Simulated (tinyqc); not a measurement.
Ways to converge the cycle: SCF convergence aids in the sto-3g basis, for H2O, spin multiplicity 1. Computed by the program tinyqc with PySCF. Command: `OMP_NUM_THREADS=1 python tinyqc.py 113627 113628 out.jsonl`; one thread of a shared host (Intel(R) Xeon(R) Processor @ 2.60GHz), about 0.7 s.

Geometry (angstrom):
```
atom       x        y       z
O     0.0000   0.0000  0.0000
H     0.0000   0.8720  0.7900
H     0.0000  -0.8720  0.7900
```

lowest restricted solution found by these runs and by PySCF = -74.910144 hartree

RHF with one setting changed at a time; a run stops when the energy changes by less than 1e-09 hartree and the error matrix is below 1e-5. The start is random orbitals. Damping d keeps d of the old density; a shift (hartree) raises the virtual levels; DIIS n extrapolates F over n matrices.

Largest element of the error matrix X^T (FDS - SDF) X:
```
iteration    plain  damping 0.3  damping 0.6  shift 0.4   DIIS 3   DIIS 8
1          1.7e+01      1.7e+01      1.7e+01    1.7e+01  1.7e+01  1.7e+01
2          5.4e-01      4.6e+00      9.5e+00    5.0e-01  5.4e-01  5.4e-01
3          2.9e-01      1.4e+00      5.6e+00    3.4e-01  2.8e-01  2.8e-01
4          9.2e-02      4.3e-01      3.3e+00    1.3e-01  3.0e-02  3.0e-02
5          2.5e-02      1.3e-01      2.0e+00    7.9e-02  9.4e-03  9.3e-03
6          8.9e-03      4.0e-02      1.2e+00    6.1e-02  3.7e-03  3.2e-03
8          2.0e-03      3.9e-03      4.4e-01    3.3e-02  1.9e-04  1.2e-04
10         6.7e-04      1.5e-03      1.6e-01    1.7e-02  3.8e-05  2.2e-06
14         7.7e-05      3.8e-04      2.1e-02    4.4e-03        -        -
20               -      4.8e-05      1.2e-03    5.9e-04        -        -
30               -            -      1.3e-04    2.0e-05        -        -
45               -            -      8.2e-06          -        -        -
```

How each run ends:
```
run          iterations  E (hartree)         state
plain                18    -74.91014  lowest found
damping 0.3          25    -74.91014  lowest found
damping 0.6          48    -74.91014  lowest found
shift 0.4            33    -74.91014  lowest found
DIIS 3               12    -74.91014  lowest found
DIIS 8               11    -74.91014  lowest found
```

6 of 6 runs reach the lowest restricted solution found, in 11 to 48 iterations (fastest: DIIS 8). Plain steps already contract here, so damping only slows them. DIIS 3 and DIIS 8 gain by cancelling the error over several earlier matrices, much as a quasi-Newton step does.
